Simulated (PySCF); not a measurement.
# BC−: from the state search to spectroscopic constants

The task here is to estimate one member of a computed series from the others.

Method: B aug-pcseg-1, C aug-pcseg-1, no relativity; program: PySCF 2.14.0.

1 further run of the same task is left out (set aside as unsound or not needed).

The first run:

Settings of the job:

- atoms: B, C
- charge: -1
- basis: B aug-pcseg-1, C aug-pcseg-1
- Hamiltonian: no relativity
- basis functions: 46
- electrons treated: 12
- masses in u: 11.0093, 12.0000
- levels: PBE0, PBE, r²SCAN, r²SCANh, MN15, TPSSh, HF, MP2, SCS-MP2, CCSD, CCSD(T)
- grid: 80 radial by 434 angular points
- occupations: held fixed by the projection of orbital angular momentum
- dissociation limit: B + C−, each in its ground configuration
- starting distance in angstrom: 1.625
- values of 2S to try: 0, 2, 4

Steps of the session up to this table: Input; PBE0 along the bond; Other states along the same grid; PBE (GGA); r²SCAN; r²SCANh (hybrid meta-GGA); MN15 (hybrid meta-GGA); TPSSh (hybrid meta-GGA); ROHF (mean field); MP2 and coupled cluster.

One table of the session follows, with a row left open; its other results are not shown here.

| level | Re (Å) | ωe (cm⁻¹) | De (eV) |
| --- | --- | --- | --- |
| ROHF | 1.395 | 1544 | 3.13 |
| ROHF-CCSD | 1.439 | 1349 | 4.51 |
| ROHF-CCSD(T) | ? | ? | ? |
| PBE | 1.444 | 1319 | 5.56 |
| r²SCAN | 1.434 | 1351 | 5.29 |
| TPSSh | 1.437 | 1333 | 5.12 |
| r²SCANh | 1.430 | 1363 | 5.18 |
| PBE0 | 1.430 | 1363 | 5.23 |
| MN15 | 1.429 | 1357 | 5.17 |

Estimate the missing values for ROHF-CCSD(T).

**Answer.** Re (Å): 1.451; ωe (cm⁻¹): 1290; De (eV): 4.79. In the column «Re (Å)» it is the highest.

De is counted to B + C− in their ground configurations.
